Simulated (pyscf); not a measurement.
Thermochemistry of product channels of HO–SiH: (SMILES O[SiH]) [singlet] + HO–SiH₃ (SMILES O[SiH3]) on the singlet surface, in eV, from ωB97M-D3(BJ)/def2-TZVP energies (ideal gas, 1 atm, RRHO with modes under 100 cm⁻¹ raised to 100, one conformer, R ln 2 for chiral ones without a mode under 150 cm⁻¹). PySCF, gas phase, ωB97X-D3(BJ)/def2-SVP geometries.

```json
[
 {"products": "HO–SiH₂–O–SiH₃ (SMILES O[SiH2]O[SiH3])", "ΔE": "…", "ΔH(298 K)": "-3.11", "ΔG(900 K)": "-1.65", "ΔG(1200 K)": "-1.19"},
 {"products": "O=SiH–O–SiH₃ (SMILES O=[SiH]O[SiH3]) + H₂ (SMILES [H][H])", "ΔE": "…", "ΔH(298 K)": "-1.36", "ΔG(900 K)": "-1.02", "ΔG(1200 K)": "…"},
 {"products": "HO–Si:–O–SiH₃ (SMILES O[Si]O[SiH3]) [singlet] + H₂ (SMILES [H][H])", "ΔE": "-1.65", "ΔH(298 K)": "-1.74", "ΔG(900 K)": "-1.47", "ΔG(1200 K)": "-1.42"}
]
```

Question: What belongs in the gaps?

Answer: 
- HO–SiH₂–O–SiH₃ (SMILES O[SiH2]O[SiH3]), ΔE: -3.16
- O=SiH–O–SiH₃ (SMILES O=[SiH]O[SiH3]) + H₂ (SMILES [H][H]), ΔE: -1.21
- O=SiH–O–SiH₃ (SMILES O=[SiH]O[SiH3]) + H₂ (SMILES [H][H]), ΔG(1200 K): -0.94

These are energies of the channels, which say nothing of barriers.
